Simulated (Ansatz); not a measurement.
**Molecular dynamics of CH10Si2**

Input:

```yaml
crystal:
  periodic: [false, false, false]
  atoms:
    - { symbol: Si, position_ang: [-0.217096, -0.045979, 0.149582] }
    - { symbol: C, position_ang: [0.301408, 0.113582, 2.259946] }
    - { symbol: H, position_ang: [-0.2961, 0.234114, 3.176031] }
    - { symbol: H, position_ang: [0.825306, -0.844616, 2.307356] }
    - { symbol: H, position_ang: [0.996841, 0.952354, 2.178043] }
    - { symbol: H, position_ang: [1.287284, -0.169004, -0.008828] }
    - { symbol: H, position_ang: [-0.513932, 1.135014, -0.711778] }
    - { symbol: H, position_ang: [-0.712654, -1.391177, -0.237815] }
    - { symbol: Si, position_ang: [-2.776002, 0.426637, 0.878853] }
    - { symbol: H, position_ang: [-3.332412, 0.097589, -0.474305] }
    - { symbol: H, position_ang: [-3.582651, -0.369349, 1.865193] }
    - { symbol: H, position_ang: [-3.122158, 1.866361, 1.126557] }
    - { symbol: H, position_ang: [-0.882833, 0.215373, 1.646165] }
basis:
  gaussian: { orbitals: "6-31G*" }
hamiltonian:
  xc: pbe0
  dispersion: d4
md:
  timestep: 0.5
  n_steps: 143
  ensemble: nve
  temperature: 100.0
  initial_velocities: maxwell_boltzmann
  seed: 11185
```

Launched with:

```bash
$ ansatz run input.yaml --threads 1 --pin off --max-ram 2048MiB --backend cpu --events-out ev --progress --plain --runs-dir out
```

It starts at the highest image of a converged band. Of that band: Neighbouring images differ by up to 2.8 eV, so the band resolves the path poorly. A vibrational analysis at the climbing image gives one clearly imaginary mode, 1486i cm⁻¹: a first-order saddle point.

Output, in part (step lines, the closing report, with atoms numbered from 0):

```
md step     0: t =     0.00 fs  T =   100.0 K  F+E_penalty+E_count = -16942.14310608 eV  E_kin = 0.142186 eV  conserved = -16942.00092008 eV  (24 SCF iters)
md step     1: t =     0.50 fs  T =    99.0 K  F+E_penalty+E_count = -16942.14163170 eV  E_kin = 0.140724 eV  conserved = -16942.00090804 eV  (23 SCF iters)
md step     2: t =     1.00 fs  T =    96.0 K  F+E_penalty+E_count = -16942.13743744 eV  E_kin = 0.136561 eV  conserved = -16942.00087638 eV  (23 SCF iters)
md step     3: t =     1.50 fs  T =    91.6 K  F+E_penalty+E_count = -16942.13102175 eV  E_kin = 0.130191 eV  conserved = -16942.00083101 eV  (23 SCF iters)
md step     4: t =     2.00 fs  T =    86.0 K  F+E_penalty+E_count = -16942.12310289 eV  E_kin = 0.122324 eV  conserved = -16942.00077904 eV  (22 SCF iters)
md step     5: t =     2.50 fs  T =    80.0 K  F+E_penalty+E_count = -16942.11450528 eV  E_kin = 0.113777 eV  conserved = -16942.00072798 eV  (22 SCF iters)
md step     6: t =     3.00 fs  T =    74.1 K  F+E_penalty+E_count = -16942.10604152 eV  E_kin = 0.105357 eV  conserved = -16942.00068409 eV  (23 SCF iters)
md step     7: t =     3.50 fs  T =    68.8 K  F+E_penalty+E_count = -16942.09841189 eV  E_kin = 0.097760 eV  conserved = -16942.00065165 eV  (23 SCF iters)
[... lines left out ...]
Total energy: -16945.41314929 eV, -622.7324472229 hartree
Atom 0 at    -0.874670    -0.068332    -0.829475 Å, force     0.524627    -0.359642    -0.001522 eV/Å
Atom 1 at     1.072989     0.234332     4.472477 Å, force     0.930887     0.350334     0.052226 eV/Å
Atom 2 at     2.037729     0.652344     4.762761 Å, force     0.137045     0.298659    -0.387956 eV/Å
Atom 3 at     1.245751    -0.666742     3.921836 Å, force     0.055978    -0.869194    -0.175692 eV/Å
Atom 4 at     0.502787     0.890232     3.844970 Å, force    -0.268163     0.697474    -0.283456 eV/Å
Atom 5 at     0.207010     0.234661     0.177257 Å, force     0.033866    -0.175338    -0.311553 eV/Å
Atom 6 at    -0.615680     0.711874    -2.045483 Å, force    -0.142699     0.625809    -0.193123 eV/Å
Atom 7 at    -0.675049    -1.448952    -1.381219 Å, force    -0.251320    -0.048899     0.415821 eV/Å
Atom 8 at    -2.595768     0.391164     0.657009 Å, force     0.356271    -0.314379     0.018858 eV/Å
Atom 9 at    -3.991333     0.706617     0.332210 Å, force    -0.351087    -0.065601    -0.279378 eV/Å
Atom 10 at    -2.492899    -0.781149     1.565944 Å, force    -0.202993    -0.064387     0.118398 eV/Å
Atom 11 at    -2.023363     1.529963     1.386254 Å, force     0.046566     0.402651     0.252074 eV/Å
Atom 12 at     0.577526     0.070149     5.397904 Å, force    -0.868978    -0.477489     0.775303 eV/Å
Dipole moment:    -0.122966     0.012493    -0.026605 e Å
```

The steps, from the saved trajectory:

```csv
time (fs),T (K),potential energy less start (eV),conserved less start (meV/atom)
0,100,0.000,0.00
2,86,0.020,0.01
4,64,0.051,0.02
6,58,0.059,0.02
8,67,0.047,0.02
10,93,0.011,0.03
12,166,-0.093,0.03
14,270,-0.242,-0.06
16,301,-0.286,0.05
18,465,-0.519,-0.04
20,653,-0.787,-0.04
22,805,-1.002,0.05
24,1077,-1.390,-0.04
26,1302,-1.710,-0.10
28,1478,-1.959,0.03
30,1746,-2.342,-0.14
32,1849,-2.487,0.02
34,2021,-2.732,0.00
36,2222,-3.019,-0.13
38,2287,-3.109,0.05
40,2418,-3.298,-0.12
42,2432,-3.316,-0.01
44,2462,-3.358,0.01
46,2539,-3.469,-0.12
48,2463,-3.360,0.01
50,2426,-3.308,-0.06
52,2369,-3.226,-0.04
54,2268,-3.082,0.03
56,2264,-3.077,-0.03
58,2256,-3.067,-0.03
60,2265,-3.079,-0.01
62,2296,-3.123,-0.06
64,2271,-3.086,0.03
66,2336,-3.180,-0.02
68,2397,-3.267,-0.09
70,2374,-3.233,0.03
```

The run went to its last step. The conserved energy stayed within 0.16 meV per atom of its start (net change -0.066 meV per atom), so the integration is sound. The kinetic energy rose, since the run started high on the potential surface and went downhill. It ends in pieces (CH4 + H6Si2), so much of that is their flight and rotation, not heat. A run of 0.071 ps of so small a system gives no equilibrium averages. The orbitals stay closed-shell, which can raise the energy where a bond breaks towards radicals; this wasn't checked here.

Between its relaxed ends the band would form Si1–Si9, C2–H13 and break Si1–C2, Si9–H13. These pairs go: Si1–Si9 2.70 → 2.32 Å, C2–H13 1.34 → 1.06 Å, Si1–C2 2.18 → 5.66 Å, Si9–H13 2.05 → 5.71 Å. In the last frame they stand as after the step (other bonds may differ from the relaxed reactants and products). Also parted: Si1–H13 1.66 → 6.40 Å. It ends as CH4 + H6Si2. Pairs count as bonded within 1.25 times the sum of covalent radii (0.12 Å more for H–H).

Last frame:

```xyz
13
Properties=species:S:1:pos:R:3
Si -0.875 -0.068 -0.830
C 1.073 0.234 4.473
H 2.038 0.652 4.763
H 1.246 -0.667 3.922
H 0.503 0.890 3.845
H 0.207 0.235 0.177
H -0.616 0.712 -2.046
H -0.675 -1.449 -1.381
Si -2.596 0.391 0.657
H -3.991 0.707 0.332
H -2.493 -0.781 1.566
H -2.023 1.530 1.386
H 0.578 0.070 5.398
```

Run time: 7 min on 1 thread of Arm Neoverse V2, on a shared host, peak memory 0.14 GiB.
